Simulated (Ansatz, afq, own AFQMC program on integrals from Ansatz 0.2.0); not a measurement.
# SiH2, singlet in cc-pVDZ, levels against full CI

```yaml
atoms:
  - { symbol: Si, position_ang: [0.0000, -0.1092, 0.0000] }
  - { symbol: H, position_ang: [0.0000, 1.5216, -1.6655] }
  - { symbol: H, position_ang: [0.0000, 1.5216, 1.6655] }
```

Basis cc-pVDZ. Noble-gas cores (and the filled d shells of Ga–Kr and In–Xe) are frozen. Integrals, coupled cluster, full CI and functionals: Ansatz 0.2.0; the random walks run on the same integrals in our own AFQMC program. The CISD trial takes its coefficients from CCSD amplitudes. Released means that phaseless walkers are propagated on without the constraint, phases kept. ± is one standard error of the sampling.

Determinant: UHF, the one that the program's search chose, which needn't be the lowest solution. The geometry is a point of a scan.

Full CI on the same integrals is exact in this basis and with this determinant's frozen core.

Cautions: strong correlation (T1 0.135, weight of the determinant 0.64, largest double 0.15); unrestricted determinant spin contaminated (⟨S²⟩ 1.03 against 0.00); the released energies are still falling, so no released level is given (meV from the phaseless value at times in 1/Eh: -8 ± 6 at 0.24, -15 ± 6 at 0.51, -20 ± 5 at 0.99, -38 ± 3 at 1.62, -48 ± 4 at 2.40).

- T1 diagnostic: 0.1352
- weight of the determinant in the CISD state: 0.644
- ⟨S²⟩ of the determinant: 1.027
- size of the correlated space: 6 electrons in 23 orbitals

Reference: full CI, correlation energy -3.546 eV. The cautions show a poor starting determinant, so the rows tell how each method copes with it here, and full CI is the sure value.

```
        level  E − E(reference) (kJ/mol)  share of correlation (%)
           HF                      342.1                      0.00
          MP2                      170.3                     50.22
         CCSD                       27.6                     91.92
      CCSD(T)                       12.4                     96.37
        CCSDT                        1.5                     99.55
     CCSDT(Q)                        0.3                     99.92
       CCSDTQ                        0.0                    100.00
  ph-AFQMC/HF                  8.0 ± 2.0                     97.66
ph-AFQMC/CISD                  5.9 ± 0.6                     98.27
```

CCSDT and higher add their correlation energy to the determinant of the CCSD(T) run, since their own runs factorise the integrals more tightly (a shift of under 2 meV). A walk keeps the symmetry of its determinant, which the program's search chose and which needn't be the lowest solution, so a lower state of the same spin and another symmetry isn't excluded.
